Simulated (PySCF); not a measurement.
**One molecule, a ladder of functionals, a line**

Molecule: `F[C@@]12CC[C@@H]1C2`, C5H7F.

Atom-mapped SMILES (the numbers label the heavy atoms): `[F:1][C@@:2]12[CH2:3][CH2:4][C@@H:5]1[CH2:6]2`; H(Xn) means a hydrogen on atom n. Ha(C6) is cis to C4 on the ring; Ha(C3), Ha(C4) are cis to C6 on the ring; Hb(C6) is trans to C4 on the ring; Hb(C3), Hb(C4) are trans to C6 on the ring.

GIAO shieldings (ppm, equivalent atoms averaged) in PySCF 2.14.0 with density-fitted response routines on the PBE0-D3(BJ)/def2-SVP geometry, basis pcSseg-1, gas phase, non-relativistic:

| functional | exact exchange (%) | σ(F1) | σ(C2) | σ(C5) | σ(C6) |
| --- | --- | --- | --- | --- | --- |
| BLYP | 0 | 353.0 | 94.7 | 148.1 | 152.4 |
| BP86 | 0 | 356.9 | 100.0 | 153.0 | 157.4 |
| PBE | 0 | 354.6 | 100.7 | 153.4 | 157.7 |
| B3LYP | 20 | 368.6 | 101.6 | 153.8 | 157.5 |
| PBE0 | 25 | 373.2 | 108.6 | 159.8 | 163.5 |
| mPW1PW91 | 25 | 374.1 | 107.8 | 158.9 | 162.6 |
| HF | 100 | 413.0 | 125.6 | 172.4 | 174.1 |

(1) Fit each shielding as a line in the percentage of exact exchange.

(2) What does the line predict for BHandHLYP (50 %), and what does the run give?

## Answers

(1) σ(F1) = 356.4 + 0.58 x (rms 2.2 ppm); σ(C2) = 98.9 + 0.27 x (rms 2.5 ppm); σ(C5) = 151.9 + 0.21 x (rms 2.2 ppm); σ(C6) = 156.3 + 0.18 x (rms 2.2 ppm). The functionals also differ in their semilocal parts, which the line can't hold; Hartree–Fock has no correlation at all.

(2) σ(F1): 385.4 predicted, 387.3 computed; σ(C2): 112.4 predicted, 110.8 computed; σ(C5): 162.4 predicted, 161.0 computed; σ(C6): 165.3 predicted, 164.0 computed ppm.
